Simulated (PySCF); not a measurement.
# How exact exchange moves a shielding

Molecule: Ethylamine (CCN, C2H7N).

Molfile (atoms numbered from 1):
```
C2H7N
     RDKit          3D

 10  9  0  0  0  0  0  0  0  0999 V2000
    1.0715    0.4112   -0.0488 C   0  0  0  0  0  0  0  0  0  0  0  0
   -0.1217   -0.5224   -0.1260 C   0  0  0  0  0  0  0  0  0  0  0  0
   -1.3645    0.2230   -0.0503 N   0  0  0  0  0  0  0  0  0  0  0  0
    2.0191   -0.1381   -0.1553 H   0  0  0  0  0  0  0  0  0  0  0  0
    1.0136    1.1732   -0.8405 H   0  0  0  0  0  0  0  0  0  0  0  0
    1.1009    0.9376    0.9198 H   0  0  0  0  0  0  0  0  0  0  0  0
   -0.0137   -1.3094    0.6525 H   0  0  0  0  0  0  0  0  0  0  0  0
   -0.1009   -1.0533   -1.0934 H   0  0  0  0  0  0  0  0  0  0  0  0
   -2.1630   -0.4053   -0.1124 H   0  0  0  0  0  0  0  0  0  0  0  0
   -1.4394    0.6830    0.8562 H   0  0  0  0  0  0  0  0  0  0  0  0
  1  2  1  0
  2  3  1  0
  1  4  1  0
  1  5  1  0
  1  6  1  0
  2  7  1  0
  2  8  1  0
  3  9  1  0
  3 10  1  0
M  END
```

GIAO shieldings (ppm, equivalent atoms averaged) in PySCF 2.14.0 with density-fitted response routines on the PBE0-D3(BJ)/def2-SVP geometry, basis pcSseg-2, gas phase, non-relativistic:

| functional | exact exchange (%) | σ(C2) |
| --- | --- | --- |
| BLYP | 0 | 129.5 |
| BP86 | 0 | 135.2 |
| PBE | 0 | 135.3 |
| B3LYP | 20 | 135.8 |
| mPW1PW91 | 25 | 141.6 |
| BHandHLYP | 50 | 143.3 |
| HF | 100 | 153.7 |

(1) Fit each shielding as a line in the percentage of exact exchange.

(2) What does the line predict for PBE0 (25 %), and what does the run give?

Results:

(1) σ(C2) = 133.5 + 0.20 x (rms 2.2 ppm). The functionals also differ in their semilocal parts, which the line can't hold; Hartree–Fock has no correlation at all.

(2) σ(C2): 138.5 predicted, 142.4 computed ppm.
